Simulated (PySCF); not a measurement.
# H6SSi2: the cost of one run

The runs use PySCF 2.14.0, with density-fitted response routines of our own; the level of theory stands in each step. All values are computed, except where a source is named. Atoms count from 0, in the outputs and in this text.

## 1. The molecule as given

9 atoms, charge 0, multiplicity 1; geometry from: GFN2-xTB. The atoms were then displaced at random by about 0.01 Å, so the start is not that level's minimum.

Bonds of the start (Å): Si0–S1 2.17, S1–Si2 2.15, Si0–H3 1.43, Si0–H4 1.45, Si0–H5 1.47, Si2–H6 1.47, Si2–H7 1.42, Si2–H8 1.48.

## 2. Optimising the geometry at PBE0-D3(BJ)/def2-SVP

Job settings and geometry (Å):

```
{"job": {"xc": "PBE0", "basis": "def2-SVP", "d3": "d3bj", "grid": 1, "shake": 0.01, "kind": "geom"}, "charge": 0, "multiplicity": 1}
Si     1.615540     0.489460     0.288460
S     -0.006150     0.607870    -1.148750
Si    -1.612810    -0.497920    -0.238620
H      1.972410    -0.883530     0.493960
H      2.656400     1.260470    -0.364540
H      1.132750     1.121780     1.528510
H     -1.123130    -1.862560    -0.001390
H     -2.642340    -0.406720    -1.216700
H     -1.934870     0.153980     1.052580
```

Command:

```
$ OMP_NUM_THREADS=1 python probes_run.py task.json out
```

This one command runs all jobs of the session in turn.

**Question.** How long does this first job take on 1 thread of Arm Neoverse V2, shared host, and how much memory does it need?

About 8.6 s, with a peak of 0.37 GiB.
